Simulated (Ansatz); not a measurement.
Ansatz (an electronic-structure program) input (MP2/def2-TZVP):

Ansatz 0.2 input:
```yaml
crystal:
  periodic: [false, false, false]
  atoms:
    - {symbol: N, position_ang: [-1.06982458, 0.19432482, 0.10751560]}
    - {symbol: C, position_ang: [0.27236484, 0.31364904, -0.04785169]}
    - {symbol: O, position_ang: [1.05073958, -0.61125119, -0.08188812]}
    - {symbol: H, position_ang: [-1.47667231, -0.72197082, 0.20424856]}
    - {symbol: H, position_ang: [-1.66665177, 1.00198023, 0.12805939]}
    - {symbol: H, position_ang: [0.59199050, 1.36783209, -0.14270206]}
basis:
  gaussian:
    orbitals: def2-TZVP
magnetization: {spin_polarized: false}
correlation: {method: mp2, electrons: outside_noble_gas}
relax: {f_tol: 0.003, max_steps: 100}
```

Output:

```
Functional definition: HF
these checks for a lower state are left out or cut short: cluster_reference
integrals: 0.06 GiB planned
825 factors; integrals over basis functions are off by at most 3.1e-4 eV
mean field: 0.20 GiB planned
mean field evaluation 1: about -4595.7787 eV, gradient 4.0e1 eV
mean field evaluation 2: about -4595.7789 eV, gradient 4.0e1 eV
mean field evaluation 4: about -4598.8737 eV, gradient 4.1e0 eV
mean field evaluation 8: about -4598.9275 eV, gradient 2.0e-1 eV
mean field -4598.92781969 eV, -169.0074801085 hartree, gradient 2.2e-6 eV, S^2 0.000000; 0 other end points of the search recorded, 0 dependent functions left out
3 core orbitals not correlated
reference -4598.92781969 eV, -169.0074801085 hartree; 9, 9 occupied and 99, 99 virtual orbitals, 825 factors
densities: 0.21 GiB planned
second order -16.14551093 eV of doubles, -0.00000000 eV of singles
the calculation of the forces begins
relax step   1: F+E_penalty+E_count = -4615.07333062 eV  Δ(F+E_penalty+E_count) = +0.000e0 eV  max|allowed force component| = 4.213e-1 eV/Å  Δτ_max = 0.0000 Å  (46 SCF iters, accepted)
these checks for a lower state are left out or cut short: starts, cluster_reference, orbital_swaps, neighbouring_geometries, increment
integrals: 0.06 GiB planned
825 factors; integrals over basis functions are off by at most 3.1e-4 eV
mean field: 0.20 GiB planned
mean field evaluation 16: about -4598.9174 eV, gradient 4.9e-1 eV
mean field -4598.91767400 eV, -169.0071072611 hartree, gradient 9.7e-6 eV, S^2 0.000000; 0 other end points of the search recorded, 0 dependent functions left out
3 core orbitals not correlated
reference -4598.91767400 eV, -169.0071072611 hartree; 9, 9 occupied and 99, 99 virtual orbitals, 825 factors
densities: 0.21 GiB planned
second order -16.15709807 eV of doubles, -0.00000000 eV of singles
the calculation of the forces begins
relax step   2: F+E_penalty+E_count = -4615.07477207 eV  Δ(F+E_penalty+E_count) = -1.441e-3 eV  max|allowed force component| = 1.283e-1 eV/Å  Δτ_max = 0.0035 Å  (37 SCF iters, accepted)
these checks for a lower state are left out or cut short: starts, cluster_reference, orbital_swaps, neighbouring_geometries, increment
integrals: 0.06 GiB planned
825 factors; integrals over basis functions are off by at most 3.1e-4 eV
mean field: 0.20 GiB planned
mean field -4598.91466885 eV, -169.0069968238 hartree, gradient 2.3e-6 eV, S^2 0.000000; 0 other end points of the search recorded, 0 dependent functions left out
3 core orbitals not correlated
reference -4598.91466885 eV, -169.0069968238 hartree; 9, 9 occupied and 99, 99 virtual orbitals, 825 factors
densities: 0.21 GiB planned
second order -16.16024935 eV of doubles, -0.00000000 eV of singles
the calculation of the forces begins
mean field evaluation 32: about -4598.9147 eV, gradient 2.3e-6 eV
relax step   3: F+E_penalty+E_count = -4615.07491820 eV  Δ(F+E_penalty+E_count) = -1.461e-4 eV  max|allowed force component| = 1.085e-2 eV/Å  Δτ_max = 0.0011 Å  (34 SCF iters, accepted)
these checks for a lower state are left out or cut short: starts, cluster_reference, orbital_swaps, neighbouring_geometries, increment
integrals: 0.06 GiB planned
825 factors; integrals over basis functions are off by at most 3.1e-4 eV
mean field: 0.20 GiB planned
mean field -4598.91490603 eV, -169.0070055400 hartree, gradient 1.2e-6 eV, S^2 0.000000; 0 other end points of the search recorded, 0 dependent functions left out
3 core orbitals not correlated
reference -4598.91490603 eV, -169.0070055400 hartree; 9, 9 occupied and 99, 99 virtual orbitals, 825 factors
densities: 0.21 GiB planned
second order -16.16003142 eV of doubles, -0.00000000 eV of singles
the calculation of the forces begins
relax step   4: F+E_penalty+E_count = -4615.07493745 eV  Δ(F+E_penalty+E_count) = -1.925e-5 eV  max|allowed force component| = 8.648e-3 eV/Å  Δτ_max = 0.0014 Å  (33 SCF iters, accepted)
these checks for a lower state are left out or cut short: starts, cluster_reference, orbital_swaps, neighbouring_geometries, increment
integrals: 0.06 GiB planned
825 factors; integrals over basis functions are off by at most 3.1e-4 eV
mean field: 0.20 GiB planned
mean field -4598.91497260 eV, -169.0070079864 hartree, gradient 5.0e-6 eV, S^2 0.000000; 0 other end points of the search recorded, 0 dependent functions left out
3 core orbitals not correlated
reference -4598.91497260 eV, -169.0070079864 hartree; 9, 9 occupied and 99, 99 virtual orbitals, 825 factors
densities: 0.21 GiB planned
second order -16.15996202 eV of doubles, -0.00000000 eV of singles
the calculation of the forces begins
relax step   5: F+E_penalty+E_count = -4615.07493462 eV  Δ(F+E_penalty+E_count) = +2.826e-6 eV  max|allowed force component| = 1.002e-2 eV/Å  Δτ_max = 0.0009 Å  (27 SCF iters, rejected (line search))
these checks for a lower state are left out or cut short: starts, cluster_reference, orbital_swaps, neighbouring_geometries, increment
integrals: 0.06 GiB planned
825 factors; integrals over basis functions are off by at most 3.1e-4 eV
mean field: 0.20 GiB planned
mean field -4598.91491691 eV, -169.0070059400 hartree, gradient 2.2e-6 eV, S^2 0.000000; 0 other end points of the search recorded, 0 dependent functions left out
3 core orbitals not correlated
reference -4598.91491691 eV, -169.0070059400 hartree; 9, 9 occupied and 99, 99 virtual orbitals, 825 factors
densities: 0.21 GiB planned
second order -16.16002220 eV of doubles, -0.00000000 eV of singles
the calculation of the forces begins
relax step   6: F+E_penalty+E_count = -4615.07493911 eV  Δ(F+E_penalty+E_count) = -1.662e-6 eV  max|allowed force component| = 3.642e-4 eV/Å  Δτ_max = 0.0003 Å  (27 SCF iters, accepted)
these checks for a lower state are left out or cut short: cluster_reference
integrals: 0.06 GiB planned
825 factors; integrals over basis functions are off by at most 3.1e-4 eV
mean field: 0.20 GiB planned
mean field evaluation 64: about -4598.9147 eV, gradient 2.0e-1 eV
mean field -4598.91491691 eV, -169.0070059400 hartree, gradient 2.2e-6 eV, S^2 0.000000; 1 other end points of the search recorded, 0 dependent functions left out
3 core orbitals not correlated
reference -4598.91491691 eV, -169.0070059400 hartree; 9, 9 occupied and 99, 99 virtual orbitals, 825 factors
densities: 0.21 GiB planned
second order -16.16002220 eV of doubles, -0.00000000 eV of singles
the calculation of the forces begins
Total energy: -4615.07493911 eV, -169.6008758021 hartree
Atom 0 at    -1.071565     0.195101     0.107665 Å, force     0.000101    -0.000231     0.000002 eV/Å
Atom 1 at     0.270759     0.315849    -0.047798 Å, force    -0.000364    -0.000072     0.000044 eV/Å
Atom 2 at     1.052232    -0.614312    -0.081881 Å, force     0.000195    -0.000097    -0.000016 eV/Å
Atom 3 at    -1.473774    -0.723156     0.203994 Å, force     0.000068     0.000137    -0.000015 eV/Å
Atom 4 at    -1.666308     1.003950     0.127910 Å, force     0.000039     0.000159    -0.000013 eV/Å
Atom 5 at     0.590602     1.367132    -0.142509 Å, force    -0.000039     0.000104    -0.000002 eV/Å
Dipole moment:    -0.693682     0.420280     0.053117 e Å
Checks for a lower state left out: cluster_reference
```
